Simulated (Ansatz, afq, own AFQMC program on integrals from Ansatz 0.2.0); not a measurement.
Breaking Sb1–H2 in SbH$_{3}$, singlet

```tsv
atom	x (Å)	y (Å)	z (Å)
Sb	0.4600	-0.3123	-0.4683
H	0.8456	0.0730	1.1582
H	-1.0431	-0.9868	0.0097
H	-0.2626	1.2262	-0.6996
```

Products: SbH$_{2}$ (doublet; SbH2) and H (doublet), each relaxed with PBE0/def2-SVP like the molecule; electronic energies without zero-point terms. Determinants: RHF, UHF and UHF in that order.

Basis def2-TZVP with its core potentials. Only valence electrons are correlated. AFQMC by an in-house program on the Cholesky factors that Ansatz 0.2.0 writes for its CCSD(T) run. ph-AFQMC/CISD is guided by a CISD state made of CCSD amplitudes; releasing the constraint for a short imaginary time cuts its bias at the price of noise, slowly where states lie close. Uncertainties: one standard error, sampling alone. No spin–orbit coupling. The errors of all members are added in quadrature.

No full CI on the walks' own integrals is used here; CCSDT(Q) serves as the reference and is uncertain by about the last step of the cluster series. Each member takes its own surest rung, up to full CI.

The best estimate is CCSD(T) at the basis-set limit (CBS: def2-TZVPP and def2-QZVPP, with their diffuse functions for anions and beside diffuse sets, CCSD(T) itself extrapolated) plus the step from CCSD(T) to CCSDT(Q) in def2-TZVP. Rows without CBS are in def2-TZVP; B2PLYP and the wave-function rows carry a basis error of their own. Core correlation and relativity beyond core potentials are missing, and ± holds the sampling alone.

Cautions: inner d shell frozen; no spin-orbit coupling.

Best estimate: 70.3 kcal/mol.

```
         level  bond energy (kcal/mol)  error against the best estimate (kcal/mol)
            HF                    47.9                                       -22.4
           MP2                    63.8                                        -6.5
          CCSD                    66.4                                        -3.9
       CCSD(T)                    66.8                                        -3.5
         CCSDT                    66.9                                        -3.5
      CCSDT(Q)                    66.9                                        -3.4
 ph-AFQMC/CISD             67.0 ± 0.06                                 -3.3 ± 0.06
released AFQMC             66.9 ± 0.05                                 -3.4 ± 0.05
        HF/CBS                    48.1                                       -22.2
       MP2/CBS                    67.7                                        -2.6
   CCSD(T)/CBS                    70.3                                         0.0
           PBE                    68.5                                        -1.8
        r2SCAN                    68.3                                        -2.0
          PBE0                    67.8                                        -2.5
         B3LYP                    69.8                                        -0.5
       wB97M-V                    69.6                                        -0.7
        B2PLYP                    68.2                                        -2.1
```

Correlation beyond CCSD(T) changes it by less than 2 meV. Going to the basis-set limit adds 3.4 kcal/mol at CCSD(T). The perturbative (T) step is worth +0.5 kcal/mol.

Best estimates are given only where the step beyond CCSD(T) is under 0.3 eV and no member's determinant is very poor (T1 over 0.05, or 0.07 for open shells, ⟨S²⟩ too high by 0.3, two states mixed), so the hardest cases are missing from such tables.

The functionals ran in a triple-zeta set and keep a basis error of their own, a few kJ/mol for each bond in atomization energies and more for double hybrids, so close places among them and the extrapolated levels can swap.

CCSDT and higher add their correlation energy to the determinant of the CCSD(T) run, since their own runs factorise the integrals more tightly (a shift of under 2 meV). Each member of a difference takes its own highest rung, so a best estimate needn't equal the limit plus the step of one row. A walk keeps the symmetry of its determinant, which the program's search chose and which needn't be the lowest solution, so a lower state of the same spin and another symmetry isn't excluded. Released energies are given only where the last usable release times agree within the noise; a slower fall can still hide under it. The exponents were fitted on light atoms, and def2 sets of heavy atoms don't grow evenly, so the limit is rough here.
